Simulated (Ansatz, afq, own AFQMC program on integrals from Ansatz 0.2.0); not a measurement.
AFQMC on a folder of integrals that Ansatz 0.2.0 wrote.

```yaml
crystal:
  periodic: [false, false, false]
  atoms:
    - {symbol: B, position_ang: [-1.360507, 0.000000, 0.000000]}
    - {symbol: H, position_ang: [-1.957240, 1.033571, 0.000000]}
    - {symbol: H, position_ang: [-1.957240, -1.033571, 0.000000]}
    - {symbol: H, position_ang: [0.165493, 0.000000, 0.000000]}
    - {symbol: O, position_ang: [1.155493, 0.000000, 0.000000]}
basis:
  gaussian: {orbitals: cc-pVTZ}
magnetization: {spin_polarized: true, initial_magnetization: 2}
correlation: {method: ccsd_t, electrons: outside_noble_gas, hamiltonian_folder: ham}
```

```sh
$ ansatz run in.yaml --threads 1 --pin off --events-out ev --progress --plain --max-ram 16896MiB --backend cuda --devices 0, --max-vram 18GiB
```

Options of the walk:

```
--method phaseless --trial hf --walkers 1000 --populations 20 --least-time 40 --time-step 0.005 --steps-per-block 20 --equilibration-blocks 112 --max-blocks 4000 --target-error 0.001050 --factor-cut 1e-05 --start spin_pure --seed 3589 --taylor-order 6
```

Times are imaginary, in 1/Eh. The walk had a cap of 97 s. With eight or more populations the least sampling time is a fifth of least-time, and the error comes from their spread.

Output of the walk:

```
orbitals 100  electrons 7 5  factors 588 of 588
reference energy -101.15728195 Eh
CCSD correlation -0.32448594 Eh in 13 cycles, weight of the determinant in the CISD state 0.8991
energy of the start -101.157899 Eh
 block  time / (1/Eh)  mean weight  energy / Eh
     1     0.100  1.0024  -101.272814
     2     0.200  1.0032  -101.335461
     3     0.300  1.0028  -101.379263
     4     0.400  1.0023  -101.408345
     5     0.500  1.0015  -101.430643
     7     0.700  1.0022  -101.457674
     9     0.900  1.0006  -101.480903
    17     1.700  1.0004  -101.485079
    33     3.300  1.0000  -101.495276
    49     4.900  1.0006  -101.498189
    65     6.500  1.0009  -101.482379
    81     8.100  0.9995  -101.488095
    97     9.700  0.9998  -101.490991
   113    11.300  1.0008  -101.490286
   121    12.100  1.0009  -101.508900
   129    12.900  1.0001  -101.486514
   145    14.500  1.0010  -101.495296
   161    16.100  0.9987  -101.492577
   177    17.700  0.9992  -101.490907
   193    19.300  1.0002  -101.485268
   209    20.900  1.0015  -101.481951
   225    22.500  1.0009  -101.493152
   241    24.100  0.9999  -101.486127
   257    25.700  0.9995  -101.483946
   273    27.300  0.9995  -101.487226
   289    28.900  1.0007  -101.491329
   297    29.700  0.9992  -101.477425
   305    30.500  1.0001  -101.486741
   321    32.100  1.0005  -101.491585
error from the spread of 20 populations
energy -101.489447 +/- 0.001001 Eh
(rows thinned)
```

The run passed its tests (sampling time, drift between the halves within three errors, error under three times the target), which doesn't prove that it has relaxed. The second half of the sampling lies above the first by 1.6 errors of their difference, so the energy may still be moving and its error bar be too small.

Against this walk (error 27.2 meV) on the same determinant: CCSD(T) 25.3 meV lower (within the noise), the released energy of a separate walk with a CISD trial 51.7 ± 29.1 meV lower (within the noise), a separate phaseless walk with a CISD trial and standard settings 41.8 ± 27.8 meV lower (within the noise). The error is statistical and leaves out the bias of the constraint.

Cautions: constraint bias not in the error; lower spins were not checked.

The walk took 28 s on 1 × NVIDIA H100 80GB HBM3 with 2 threads of AMD EPYC 7R13 Processor (Zen 3), on a shared host (the card was shared). The log's last line is the phaseless energy.

A walk keeps the symmetry of its determinant, which the program's search chose and which needn't be the lowest solution, so a lower state of the same spin and another symmetry isn't excluded.
